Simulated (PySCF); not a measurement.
What each rung costs, and what it gives

Saddle point of AlH3O, closed shell (AlH₃O ([OH][AlH2]) → AlHO ([O][AlH]) + H₂; bonds formed: H2–H4; bonds broken: Al1–H2, O3–H4), PBE0-D4/def2-TZVP structure:

Al1  (-0.585, -0.108, 0.227)
H2  (0.878, 0.601, -0.771)
O3  (0.545, -1.045, 0.913)
H4  (1.097, -0.031, -0.197)
H5  (-1.935, 0.583, -0.172)
(Å)

Barriers are electronic and count from the start structure reached by relaxing down the imaginary mode.

PySCF 2.14 with density fitting (its default auxiliary sets; JK sets also for MP2 and CCSD(T)); basis: as named in each row; cores frozen in the correlated methods. B3LYP uses VWN-RPA correlation. Extrapolation: Hartree–Fock as exp(−7.88 √X), correlation as X^−2.97.

Times are rough, for one single point on 4 threads of a shared host (AMD EPYC 7B13).

The estimate by CCSD(T) at an estimated basis limit (MP2 extrapolated from triple and quadruple zeta, plus CCSD(T) − MP2 in triple zeta) is 2.858 eV.

```csv
method,basis,time (s),barrier (eV),method less estimate
HF,STO-3G,under 1,5.937,3.079
MP2,def2-QZVPP,1,2.731,-0.127
B3LYP-D4,6-31G,2,3.098,0.240
PBE0-D4,def2-SVP,2,2.898,0.040
PBE-D4,def2-SVP,2,2.527,-0.331
CCSD(T),def2-SVP,2,3.023,0.165
SPW92,def2-TZVPP,2,2.439,-0.419
PBE0-D4,def2-TZVPP,3,2.825,-0.033
BHLYP-D4,def2-TZVPP,3,3.161,0.303
B3LYP-D4,def2-TZVPP,3,2.797,-0.061
PBE-D4,def2-TZVPP,3,2.488,-0.370
r2SCAN-D4,def2-TZVPP,5,2.684,-0.174
CCSD(T),def2-TZVPP,20,2.902,0.044
wB97M-V,def2-TZVPP,57,2.910,0.052
```

All methods are single points on the PBE0-D4 structures.

No T1 diagnostic of these runs exceeds 0.033. The T1 diagnostic is large here, which may signal multireference character or strong orbital relaxation, so CCSD(T) is less sure.

Labels in which every atom is bracketed show which atoms are joined, not bond orders.
